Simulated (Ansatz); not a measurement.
A nudged elastic band was laid between two geometries of CH5B + FH (9 atoms, charge 0, multiplicity 1).

Level of theory: RKS B3LYP-D4/def2-SVP (Ansatz).

* movable images: 5
* climbing image: yes
* spring: 5.0 eV/Å²
* optimiser: quadratic models (default)
* start path: through a guess of the saddle point
* force threshold: 0.05 eV/Å
* iteration limit: 60
* end points: relaxed

First end point:

```xyz
9
Properties=species:S:1:pos:R:3
B 0.019 0.059 0.285
C 0.047 0.237 1.850
H -0.886 -0.042 2.372
H 0.908 -0.232 2.356
H 0.158 1.327 2.017
H 1.057 0.043 -0.332
H -1.007 0.260 -0.320
F -0.211 -2.088 0.318
H -0.440 -2.180 1.215
```

Last end point:

```xyz
9
Properties=species:S:1:pos:R:3
B -0.054 -0.438 -0.736
C -0.024 -0.135 2.540
H -0.936 0.069 3.118
H 0.840 -0.185 3.218
H 0.134 0.677 1.815
H 1.067 0.003 -0.805
H -1.055 0.235 -0.783
F -0.196 -1.747 -0.624
H -0.132 -1.096 2.017
```

Problem. Which bonds break or form, and what moves?

Solution. Bonds broken: B1–C2, F8–H9. Bonds formed: B1–F8, C2–H9. CH5B + FH becomes BFH2 + CH4.

Problem. What energy profile does the band end with?

Solution. The run converged. The highest image is number 2 of 0 to 6, 0.60 eV above the first end and 2.19 eV above the last; the last end lies 1.59 eV below the first. Neighbouring images differ by up to 1.2 eV, so the band resolves the path poorly. A vibrational analysis at the climbing image gives one clearly imaginary mode, 1161i cm⁻¹: a first-order saddle point. The orbitals stay closed-shell, which can raise the energy where a bond breaks towards radicals; this wasn't checked here.

```
image  path coordinate (Å)  energy (eV)  B1–C2 (Å)  F8–H9 (Å)  B1–F8 (Å)
    0                 0.00         0.00       1.58       0.93       2.16
    1                 0.60         0.10       1.59       0.94       1.99
    2                 1.19         0.60       1.73       1.14       1.65
    3                 1.78        -0.64       2.10       1.65       1.40
    4                 2.37        -1.37       2.56       2.07       1.34
    5                 2.96        -1.56       2.95       2.45       1.32
    6                 3.55        -1.59       3.29       2.72       1.32
```

Problem. What is the geometry of the highest image?

Solution. 
```xyz
9
Properties=species:S:1:pos:R:3
B -0.009 -0.234 0.190
C -0.017 -0.027 1.903
H -0.944 -0.166 2.485
H 0.855 -0.350 2.492
H 0.085 1.064 1.769
H 1.090 -0.030 -0.253
H -0.991 0.253 -0.305
F -0.238 -1.865 0.254
H -0.187 -1.262 1.225
```

Run time: 2.6 min on 1 thread of Arm Neoverse V2 (shared host), peak memory 0.13 GiB.
